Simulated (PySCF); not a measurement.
Structure problem from calculated spectra and properties.

Elements present: C, H and P. Monoisotopic mass: 102.0598 u.

| Item | Value |
| --- | --- |
| Valence photoelectron | vertical ionisation energy: 9.01 eV [ΔSCF B3LYP/def2-SVPD] |
| NMR, other nuclei | isotropic shieldings of nuclei other than C and H, by class: 594 (1 P) ppm [GIAO KT2/pcSseg-1] |
| Rotational structure | rotational constants A, B, C: 5.479, 1.748, 1.572 GHz [PBE0-D3(BJ)/def2-SVP] |
| UV, strongest line | among the 10 lowest singlet transitions: S6 at 7.02 eV (177 nm, f = 0.103) [TDDFT B3LYP/def2-SVPD] |
| Polarisability | 86.3 au [B3LYP/def2-SVPD] |
| 13C NMR | chemical shifts (computed TMS as zero) by class: 40.8 (1 C), 26.1 (1 C), 16.9 (1 C), 10.0 (2 C) ppm [GIAO KT2/pcSseg-1] |
| Dipole | 1.18 D [B3LYP/def2-SVPD] |
| UV, first state | lowest singlet excitation: 6.25 eV (198 nm, f = 0.029) [TDDFT B3LYP/def2-SVPD] |
| 1H NMR | chemical shifts (computed TMS as zero) by class: 1.57 (2 H), 1.03 (3 H), 0.78 (2 H), 0.73 (4 H) ppm [GIAO KT2/pcSseg-1] |

Gas-phase values; electronic properties from PySCF, density fitting. Levels stand in brackets. Isolated species at its PBE0-D3(BJ)/def2-SVP geometry (one conformer only). NMR classes are plain means over equivalent atoms (diastereotopic ones count apart unless rotation or inversion swaps them), as if these changed places fast.

Q: Which formula fits the mass and the elements?

A: C5H11P (calculated 102.0598). No other formula that holds each of these elements comes within 0.0003 u with a fitting electron parity and a possible valence count.

Q: Propose a structure and show how it fits.

A: Numbering: `[CH3:1][CH2:2][CH2:3][P:4]1[CH2:5][CH2:6]1`. 5 carbons fall into 4 classes; from least to most shielded: chain sp3 carbon bound to phosphorus [C3] (40.8 ppm), chain CH2 carbon [C2] (26.1 ppm), methyl carbon [C1] (16.9 ppm), ring sp3 carbon bound to phosphorus [C5/C6] (10.0 ppm, 2 C, up to 3.6 ppm apart in this geometry). Hydrogen classes from least to most shielded: 2 H on a chain CH2 carbon, C2 (1.57 ppm), 3 H on a methyl carbon, C1 (1.03 ppm, a mean of values up to 1.0 ppm apart in this geometry), 2 H on an sp3 carbon bound to phosphorus, C3 (0.78 ppm, a mean of values up to 2.3 ppm apart in this geometry), 4 H on 2 like atoms (sp3 carbon bound to phosphorus), C5/C6 (0.73 ppm). The other shieldings belong to: 594 ppm, phosphine phosphorus [P4]. The first electron is taken from the HOMO, whose largest Löwdin shares are 0.56 on the phosphine phosphorus, 0.13 on an sp3 carbon bound to phosphorus, 0.12 on an sp3 carbon bound to phosphorus and 0.10 on an sp3 carbon bound to phosphorus. The optimised geometry has point group C1 and is an asymmetric top. Structure: `CCCP1CC1`. Computed isomers that give other values at the same levels: `CCPC1CC1` (rotational constant A: 6.960 GHz; this holds for the one conformer computed). The assignments are read from this structure; whether some other isomer fits the data as well wasn't checked.

The values belong to the conformer `[CH3:1][CH2:2][CH2:3][P:4]1[CH2:5][CH2:6]1`: C1–C2–C3–P4 -67°, C2–C3–P4–C5 151°.
